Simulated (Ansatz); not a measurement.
Reaction (SMILES): P#P (P2) → 2 P atom
B3LYP-D3(BJ)/def2-TZVP geometries, fixed; electronic energies without zero-point terms.
Largest species:
```
P
P 1 1.8895
```

Effect of the final integration grid (spheres per factor e of radius in core and valence, angular degree) at PBE0/def2-TZVPP with Ansatz (a quantum-chemistry and plane-wave program), against the last row, where the atomisation energy is 111.39 kcal/mol. Open shells are unrestricted. The default's grid is 13, 11, 36.

```tsv
setting	largest shift of a total energy (mEh)	shift of the atomisation energy (kcal/mol)
accuracy: medium (default)	0.000	0.000
final_grid: 4, 3, 11	-0.397	0.350
final_grid: 6, 5, 17	0.108	-0.058
final_grid: 8, 7, 23	-0.009	0.006
final_grid: 10, 9, 29	-0.001	0.000
final_grid: 18, 15, 47	0.000	0.000
final_grid: 26, 22, 59	0.000	0.000
```

Within 0.3 kcal/mol in the atomisation energy: accuracy: medium (default); final_grid: 6, 5, 17; final_grid: 8, 7, 23; final_grid: 10, 9, 29; final_grid: 18, 15, 47. The largest shift is 0.397 mEh in a total energy and 0.350 kcal/mol in the difference.
